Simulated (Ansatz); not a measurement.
Process, species as SMILES: SC (CH3-SH) → C atom + 4 H atom + S atom
B3LYP-D3(BJ)/def2-TZVP geometries, fixed; electronic energies without zero-point terms.
Largest species:
```
C
H 1 1.0879
H 1 1.0879 2 110.33
H 1 1.0886 2 108.79 3 -119.26
S 1 1.8231 2 111.32 4 -116.63
H 5 1.3429 1 97.06 2 -61.78
```
Charge 0, spin multiplicity 1.

Effect of a fitting basis named in the input at MP2/def2-TZVPP with Ansatz (an electronic-structure program), against the last row, where the atomisation energy is 463.82 kcal/mol. Cores are frozen. Open shells are unrestricted. The default fits or decomposes integrals by the program's own choice; accuracy: high also tightens integrals, grids and stops.

```
setting                                              largest shift of a total energy (mEh)  shift of the atomisation energy (kcal/mol)
---------------------------------------------------  -------------------------------------  ------------------------------------------
fitting: def2-universal-jkfit and def2-SVP-RIFIT                                    -2.456                                      -1.217
fitting: def2-universal-jkfit and cc-pVDZ-RIFIT                                     -2.289                                      -1.394
fitting: def2-universal-jkfit and cc-pVTZ-RIFIT                                      0.155                                      -0.093
fitting: def2-universal-jkfit and aug-cc-pVTZ-RIFIT                                  0.138                                      -0.085
fitting: def2-universal-jkfit and cc-pVQZ-RIFIT                                      0.124                                      -0.072
fitting: def2-universal-jkfit and aug-cc-pVQZ-RIFIT                                  0.108                                      -0.063
accuracy: high                                                                      -0.002                                       0.001
accuracy: medium (default)                                                           0.000                                       0.000
```

Within 0.02 kcal/mol in the atomisation energy: accuracy: high. The largest shift is 2.456 mEh in a total energy and 1.394 kcal/mol in the difference.
